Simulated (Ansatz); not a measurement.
System: PdS (P4₂/m, No. 84). Method: PBEsol in Ansatz (PAW).

Settings: plane-wave cutoff 520 eV, 10×10×8 k mesh (along the axes of the cell as run), Fermi–Dirac smearing 0.05 eV, scalar-relativistic PAW data made under PBE.

Energies at three volumes about the minimum:

| V (Å³/atom) | E − E_lowest (meV/atom) |
|---|---|
| 16.522 | 2.93 |
| 16.860 | 0.00 |
| 17.197 | 2.71 |

Problem. Fit a parabola by hand: where is the minimum, and what is the bulk modulus?

Solution. Slopes: (0.00 − 2.93)/(16.860 − 16.522) = -8.669 and (2.71 − 0.00)/(17.197 − 16.860) = 8.042 meV/Å³. Curvature E″ = 2 × (8.042 − (-8.669))/(17.197 − 16.522) = 49.514 meV/Å⁶. From the middle of the first interval, the slope vanishes at V0 = 16.6910 − (-8.669)/49.514 = 16.866 Å³/atom. B = V0 E″ = 16.866 × 49.514 meV/Å³ × 0.1602 GPa per meV/Å³ = 134 GPa. The full Birch–Murnaghan fit to all volumes gives V0 = 16.860 Å³/atom and B0 = 134 GPa.

Shape and atoms are relaxed at each volume.

Note: the run has no spin polarisation, so it can have missed a magnetic state; the bulk modulus comes from volumes at which shape and atoms were relaxed.

Ansatz is an electronic-structure program.
